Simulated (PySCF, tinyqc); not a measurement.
Starting guesses with DIIS over 6 matrices: SCF starting guesses in the sto-6g basis, for H2O, spin multiplicity 1. Computed by the program tinyqc with PySCF. RHF with one setting changed at a time; a run stops when the energy changes by less than 1e-09 hartree and the error matrix is below 1e-5. Starts: the lowest orbitals of the core Hamiltonian, of the Wolfsberg-Helmholz matrix (K = 1.75), projected atomic densities, random orbitals, and the highest orbitals of the core Hamiltonian (a deliberately bad start).

Geometry (angstrom):

| atom | x | y | z |
|---|---|---|---|
| O | 0.0000 | 0.0000 | 0.0000 |
| H | 0.0000 | 1.0770 | 0.7300 |
| H | 0.0000 | -1.0770 | 0.7300 |

lowest restricted solution found by these runs and by PySCF = -75.544890 hartree

Largest element of the error matrix X^T (FDS - SDF) X:

| iteration | core | Wolfsberg-Helmholz | atomic densities | random | highest core orbitals |
|---|---|---|---|---|---|
| 1 | 4.1e-01 | 5.1e-01 | 6.3e-01 | 1.2e+01 | 3.3e-01 |
| 2 | 4.5e-01 | 1.6e-01 | 2.2e-01 | 5.3e-01 | 4.7e-01 |
| 3 | 8.1e-02 | 3.2e-02 | 4.3e-02 | 2.6e-01 | 5.1e-01 |
| 4 | 1.7e-02 | 5.5e-03 | 4.8e-03 | 5.5e-02 | 5.0e-01 |
| 5 | 6.8e-03 | 1.2e-03 | 2.1e-04 | 3.2e-02 | 5.0e-01 |
| 6 | 6.7e-04 | 7.7e-05 | 1.2e-05 | 5.3e-03 | 4.8e-01 |
| 8 | 2.4e-06 | 2.7e-08 | - | 2.4e-04 | 7.7e-02 |
| 10 | - | - | - | 2.8e-05 | 4.3e-03 |
| 14 | - | - | - | - | 3.1e-09 |

How each run ends:

| run | iterations | E (hartree) | state |
|---|---|---|---|
| core | 9 | -75.54489 | lowest found |
| Wolfsberg-Helmholz | 8 | -75.54489 | lowest found |
| atomic densities | 7 | -75.54489 | lowest found |
| random | 12 | -75.54489 | lowest found |
| highest core orbitals | 14 | -75.54489 | lowest found |

What does the comparison show, and why?

5 of 5 runs reach the lowest restricted solution found, in 7 to 14 iterations (fastest: atomic densities). The first errors are 4e-01, 5e-01, 6e-01, 1e+01, 3e-01; the deliberately bad start has the smallest one, so a small first error does not mark a good start. The restricted reference is unstable here: a spin-polarised solution lies 0.0048 hartree lower (PySCF), so results built on it describe a poor reference.
